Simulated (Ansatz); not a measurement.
# AlClH2O: the cost of one run

Method: RKS B3LYP/def2-SVP, in Ansatz 0.2.0.

## 1. The structure to begin with

Bond lengths: Al1–O2 1.780 Å, O2–H3 1.010 Å, Al1–H4 1.560 Å, Al1–Cl5 2.230 Å. Angles: Al1–O2–H3 109.5°, O2–Al1–H4 120.0°, O2–Al1–Cl5 120.0°, H4–Al1–Cl5 120.0°.

As a file:

```xyz
5

Al    0.0000    0.0000    0.0000
O     0.0000    0.0000    1.7800
H    -0.9095   -0.2814    2.1171
H     1.3510    0.0000   -0.7800
Cl   -1.9312    0.0000   -1.1150
```

## 2. Preparing the start

The input, input.yaml:

```yaml
crystal:
  periodic: [false, false, false]
  atoms:
    - { symbol: Al, position_ang: [0.0, 0.0, 0.0] }
    - { symbol: O, position_ang: [0.0, 0.0, 1.78] }
    - { symbol: H, position_ang: [-0.9095, -0.2814, 2.1171] }
    - { symbol: H, position_ang: [1.351, 0.0, -0.78] }
    - { symbol: Cl, position_ang: [-1.9312, 0.0, -1.115] }
basis:
  gaussian: { orbitals: def2-SVP }
hamiltonian:
  xc: b3lyp
relax:
  f_tol: 0.02
  max_steps: 40
output:
  orbitals: {}
```

On the command line:

```bash
$ ansatz run input.yaml --threads 1 --pin off --max-ram 2048MiB --backend cpu --events-out ev --progress --plain --runs-dir out
```

Q: Estimate wall time and peak memory on 1 thread of Arm Neoverse V2, shared host.

About 13 s, with a peak of 0.12 GiB.
